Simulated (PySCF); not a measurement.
## Substituent effects on chemical shifts

Parent skeleton `[cH:1]1[cH:2][cH:3][s:4][cH:5]1`; one hydrogen on atom 3 is replaced by X. Hydrogens on one atom are averaged.

- PBE0/pcSseg-1 with gauge-including orbitals
- geometry: GFN2-xTB
- program: PySCF 2.14
- one computed conformer, in vacuum, no relativistic terms

Shifts are taken against calculated references (same method and geometry level): TMS for ¹³C, ¹H; ³³S against CS2.

Parent (X = H): C1 130.8, C2 130.8, C3 133.8, S4 225.6, C5 133.8, H(C1) 7.27, H(C2) 7.27, H(C5) 7.22 ppm. Effects are Δδ = δ(X) − δ(H), positive for deshielding.

Known members:
```
        X    C1     C2     C3     S4     C5  H(C1)  H(C2)  H(C5)
      CHO  +2.6   +5.1  +19.0  +20.7  +10.2  +0.18  +1.00  +0.41
2-pyridyl  +2.2   +3.0  +19.8  -14.7   +1.0  +0.00  +1.30  -0.03
   COOCH3  +1.1   +9.5   +8.7  +16.5   +8.1  +0.02  +0.88  +0.18
    OSiH3  -0.5  -18.6  +35.3  -45.9  -15.3  -0.31  -0.81  -0.89
  C(S)CH3  +3.1  +11.3  +22.4  -10.4   +8.3  -0.04  +1.31  +0.23
```

Four more derivatives gave (Δδ, ppm):
| compound | C1 | C2 | C3 | S4 | C5 | H(C1) | H(C2) | H(C5) |
| --- | --- | --- | --- | --- | --- | --- | --- | --- |
| 1 | +1.9 | -6.7 | +19.6 | -3.2 | -5.3 | -0.12 | -0.37 | -0.29 |
| 2 | -3.7 | -5.9 | +42.0 | +2.4 | -6.6 | -0.65 | -0.24 | -0.89 |
| 3 | +1.9 | +2.0 | +21.7 | -1.8 | -0.1 | -0.04 | +0.09 | -0.10 |
| 4 | +0.5 | +0.8 | +20.9 | -17.2 | -0.8 | -0.24 | -0.32 | -0.16 |

Their substituents are CH2OH, COO-, SCH3, vinyl. Which is which?

## Answers

1: X = SCH3 (CSc1cccs1); 2: X = COO- (O=C([O-])c1cccs1); 3: X = CH2OH (OCc1cccs1); 4: X = vinyl (C=Cc1cccs1).
